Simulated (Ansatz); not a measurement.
**CH₅O₂+ (SMILES OC[OH2+]): a rigid scan of the bond length C2–O3**

Aim: the energy along the bond length C2–O3, from CCSD(T) and from cheaper methods, relative to the minimum. No other atom is relaxed.

Computed with Ansatz 0.2.0, Gaussian basis. Level: single points in def2-TZVPP.

Levels: PBE-D4, r2SCAN-D4, PBE0-D4, B3LYP-D4, wB97M-V, Hartree-Fock, MP2, CCSD, CCSD(T). The scan takes 1.469, 1.528, 1.613, 1.712, 1.822, 1.941, 2.067, 2.199, 2.338 Å.

Cores are frozen in the correlated methods. B3LYP uses VWN-RPA correlation.

181 further runs of the same task are left out: 181 set aside as unsound or not needed.

### Step 1. Where the work starts

The minimum, relaxed at PBE0-D4: 8 atoms, charge 1, spin multiplicity 1.

Atoms are counted from 1 here; the program's logs count them from 0.

Bond lengths: O1–C2 1.305 Å, O1–H4 0.968 Å, C2–H5 1.089 Å, C2–H6 1.087 Å, O3–H7 0.973 Å, O3–H8 0.973 Å. Angles: C2–O1–H4 113.4°, O1–C2–H5 118.7°, O1–C2–H6 112.3°, H5–C2–H6 116.2°, H7–O3–H8 109.3°.

Coordinates:

```xyz
8
charge 1, multiplicity 1
O    -1.2208    0.7197   -0.0775
C     0.0342    0.4927   -0.3536
O     0.4510   -0.8853    0.4922
H    -1.8336    0.2486   -0.6609
H     0.2965    0.1485   -1.3530
H     0.6950    1.2345    0.0880
H     0.1908   -0.8135    1.4272
H     1.3868   -1.1452    0.4375
```

Energies of the minimum (eV), from earlier single points: PBE-D4 -5200.89444, r2SCAN-D4 -5203.93494, PBE0-D4 -5200.98667, B3LYP-D4 -5206.84376, wB97M-V -5204.61871, CCSD(T) -5197.32372.

At the minimum the bond length C2–O3 is 1.670 Å.

### Step 2. C2–O3 = 1.469 Å

pbe-tzvpp/in.yaml reads:

```yaml
crystal:
  periodic: [false, false, false]
  atoms:
    - {symbol: O, position_ang: [-1.220796, 0.719714, -0.077529]}
    - {symbol: C, position_ang: [0.034249, 0.492737, -0.353585]}
    - {symbol: O, position_ang: [0.400898, -0.719648, 0.390493]}
    - {symbol: H, position_ang: [-1.833566, 0.248627, -0.660875]}
    - {symbol: H, position_ang: [0.296458, 0.148478, -1.352959]}
    - {symbol: H, position_ang: [0.695013, 1.234457, 0.088046]}
    - {symbol: H, position_ang: [0.140701, -0.647803, 1.325492]}
    - {symbol: H, position_ang: [1.336720, -0.979496, 0.335852]}
basis:
  gaussian: {orbitals: def2-TZVPP}
total_charge: 1
hamiltonian: {xc: pbe, dispersion: d4}
output: {forces: true}
```

r2scan-tzvpp/in.yaml differs from pbe-tzvpp/in.yaml so:

```diff
-hamiltonian: {xc: pbe, dispersion: d4}
+hamiltonian: {xc: r2scan, dispersion: d4}
```

pbe0-tzvpp/in.yaml:

```diff
-hamiltonian: {xc: pbe, dispersion: d4}
-output: {forces: true}
+hamiltonian: {xc: pbe0, dispersion: d4}
+output: {forces: true, orbitals: {seedname: orbitals}}
```

b3lyp-tzvpp/in.yaml:

```diff
-hamiltonian: {xc: pbe, dispersion: d4}
+hamiltonian: {xc: {name: B3LYP}, dispersion: d4}
```

wb97mv-tzvpp/in.yaml:

```diff
-hamiltonian: {xc: pbe, dispersion: d4}
-output: {forces: true}
+hamiltonian: {xc: {name: wB97M-V}}
```

ccsdt-tzvpp/in.yaml:

```diff
-hamiltonian: {xc: pbe, dispersion: d4}
-output: {forces: true}
+correlation: {method: ccsd_t}
```

The same command starts each run, in its folder.

The run is started by

```bash
$ ansatz run in.yaml --threads 2 --pin off --events-out ev --progress --plain --max-ram 4352MiB
```

After this run come: C2–O3 = 1.528 Å; C2–O3 = 1.613 Å; C2–O3 = 1.712 Å; C2–O3 = 1.822 Å; C2–O3 = 1.941 Å; C2–O3 = 2.067 Å; C2–O3 = 2.199 Å; C2–O3 = 2.338 Å.

What does the calculation give? Wanted: highest point, CCSD(T); lowest point, CCSD(T); minimum along the scan, CCSD(T); RMS deviation from CCSD(T); largest T1 diagnostic.

The runs gave:

```
                       quantity                                                                                                          value
         highest point, CCSD(T)                                                                                         54.7 kJ/mol at 2.338 Å
          lowest point, CCSD(T)                                                                                          0.0 kJ/mol at 1.670 Å
minimum along the scan, CCSD(T)                                                                                                        1.674 Å
                curvature there                                                                                                      7.7 eV/Å²
     RMS deviation from CCSD(T)  PBE-D4 8.0, r2SCAN-D4 3.1, PBE0-D4 3.3, B3LYP-D4 6.3, wB97M-V 0.9, Hartree-Fock 3.2, MP2 2.9, CCSD 2.2 kJ/mol
          largest T1 diagnostic                                                                                                          0.019
```

**Reading.** A polynomial through the near points puts the CCSD(T) minimum 0.004 Å above the PBE0-D4 value. The third derivative is negative, the usual anharmonicity of a bond. Curvature against CCSD(T): PBE-D4 -26 %, Hartree-Fock +13 %. wB97M-V follows the CCSD(T) curve best and PBE-D4 worst.
